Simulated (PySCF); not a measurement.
**Unknown: peak-picked proton spectrum**

Formula C$_{5}$H$_{12}$O. The spectrum was simulated from the full spin Hamiltonian at 500 MHz with 0.6 Hz Lorentzian lines, from shifts rounded to 0.01 ppm and J to 0.1 Hz, couplings under 1 Hz left out.

```tsv
region	integral (H)	ppm	Hz	height
1	2	3.284	1641.8	16
1		3.268	1634.0	49
1		3.252	1626.2	50
1		3.237	1618.4	17
2	2	3.106	1553.1	33
2		3.090	1545.1	66
2		3.074	1537.1	34
3	2	1.602	801.0	3
3		1.585	792.4	12
3		1.569	784.3	25
3		1.552	775.8	24
3		1.535	767.7	13
3		1.518	759.2	4
4	3	1.236	617.8	51
4		1.220	610.0	100
4		1.204	602.2	49
5	3	0.907	453.5	44
5		0.890	444.9	89
5		0.873	436.3	39
```

¹³C{¹H} NMR (computed): δ 75.8, 68.3, 26.3, 17.5, 11.3.

- PBE0-D3(BJ)/def2-SVP structure
- PBE0/pcSseg-1 with gauge-including orbitals
- B3LYP/pcJ-1 coupling constants (without the spin–dipole term)
- run in PySCF 2.14.0 with density-fitted response routines
- equivalent nuclei averaged, in vacuum, one conformer, no relativistic terms

Chemical shifts δ = σref − σ; TMS for ¹H (σref 31.27) and ¹³C (σref 184.41), all at this level.

**Question.** Analyse the multiplets.

**Answer.** ¹H NMR (500 MHz, computed): δ 3.26 (q, J = 7.8 Hz, 2H), 3.09 (t, J = 8.0 Hz, 2H), 1.56 (sext, J = 8.3 Hz, 2H), 1.22 (t, J = 7.8 Hz, 3H), 0.89 (t, J = 8.6 Hz, 3H). These are first-order names from the parameters used; overlap and second-order distortion can hide them in the list.

**Question.** What is the compound?

**Answer.** SMILES CCCOCC.

Atoms are numbered as in `[CH3:1][CH2:2][CH2:3][O:4][CH2:5][CH3:6]`. Each H is labelled by its parent atom.

- δ 3.26: H(C5), hydrogen on an sp3 CH2 bonded to O, coupled to H(C6) (7.8 Hz).
- δ 3.09: H(C3), hydrogen on an sp3 CH2 bonded to O, coupled to H(C2) (8.0 Hz).
- δ 1.56: H(C2), hydrogen on an sp3 CH2, coupled to H(C1) and H(C3) (8.3 Hz).
- δ 1.22: H(C6), hydrogen on a methyl carbon, coupled to H(C5) (7.8 Hz).
- δ 0.89: H(C1), hydrogen on a methyl carbon, coupled to H(C2) (8.6 Hz).

The shifts were computed for this structure.

Splittings below 1 Hz are ignored in the labels, and close J values are merged. Unscaled 3J(H,H) at this level run about 10 % above measured values. Shifts are as computed. Against solution values, carbons near 30 ppm lie about +2 ppm off and those near 130 ppm about +5 ppm. Of 1211 compounds with measured shifts, 218 miss one by over three times the rms of a fit or turn the order of signals round; such compounds aren't used in these exercises. Chain 3J(H,H) values assume equally populated staggered rotamers: (2 J gauche + J anti)/3.
